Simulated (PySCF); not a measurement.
# Assignment exercise: C5H7F

Numbering as in the mapped SMILES `[CH2:1]=[CH:2]/[CH:3]=[CH:4]\[CH2:5][F:6]`; H(Xn) means a hydrogen on atom n. Ha(C1) is cis to C3; Hb(C1) is trans to C3.

How the numbers were obtained: shielding tensors at PBE0/pcSseg-1 (GIAO), geometry from PBE0-D3(BJ)/def2-SVP, B3LYP/pcJ-1 coupling constants (spin–dipole term only in couplings to heteroatoms), in PySCF (one conformer, in vacuum, equivalent nuclei averaged, non-relativistic Hamiltonian).

Chemical shifts δ = σref − σ; ¹³C (σ = 184.41 ppm) and ¹H (σ = 31.27 ppm) vs TMS, all at this level.

**Question.** Assign these signals to the numbered atoms. ¹³C{¹H} NMR (computed): δ 138.7 (CH), 138.2 (CH, d, J = 9.8 Hz), 136.7 (CH, d, J = 18.7 Hz), 128.2 (CH2), 79.5 (CH2, d, J = 230.2 Hz).

**Answer.** 
138.7 → C2, alkene CH: an sp2 carbon of a C=C bond
138.2 → C3, alkene CH
136.7 → C4, alkene CH
128.2 → C1, terminal =CH2 carbon: as expected for a trigonal carbon in a double bond
79.5 → C5, allylic sp3 CH2 bonded to F: pulled downfield by the heteroatom

C2 and C3; C3 and C4 lie closer than the usual error of such a calculation, so a measured spectrum could show them in the other order.

**Question.** Assign these signals to the numbered atoms. ¹H NMR (400 MHz, computed): δ 6.68 (m, 1H), 6.14 (m, 1H), 5.90 (m, 1H), 5.55 (d of d of sext, J = 17.9, 2.2, 1.2 Hz, 1H), 5.51 (d of d of sext, J = 11.4, 2.9, 1.3 Hz, 1H), 5.14 (m, 2H).

**Answer.** 
```tsv
δ (ppm)	atoms	environment	reason
6.68	H(C2)	hydrogen on an alkene CH	olefinic region
6.14	H(C3)	hydrogen on an alkene CH	–
5.90	H(C4)	hydrogen on an alkene CH	–
5.55	Ha(C1)	hydrogen on a terminal =CH2 carbon	olefinic region
5.51	Hb(C1)	hydrogen on a terminal =CH2 carbon	–
5.14	H(C5)	hydrogen on an allylic sp3 CH2 bonded to F	its carbon carries F, which withdraws density
```

Ha(C1) and Hb(C1) lie closer than the usual error of such a calculation, so a measured spectrum could show them in the other order.

C–F couplings over four or more bonds (about 3 Hz to the para carbon of a fluoroarene) are left out. Common functionals overestimate the size of one-bond C–F couplings by tens of Hz; these are unscaled. Multiplet labels drop couplings under 1 Hz and merge nearly equal ones. Unscaled 3J(H,H) at this level run about 10 % above measured values. Shifts are as computed. Against solution values, carbons near 30 ppm lie about +2 ppm off and those near 130 ppm about +5 ppm. Of 1211 compounds with measured shifts, 218 miss one by over three times the rms of a fit or turn the order of signals round; such compounds aren't used in these exercises. Couplings across =CH–CH2 type bonds come from one rotamer and its mirror image, and can be 1–2 Hz further off. Only one conformer was computed, so three-bond couplings in flexible chains and rings are approximate.
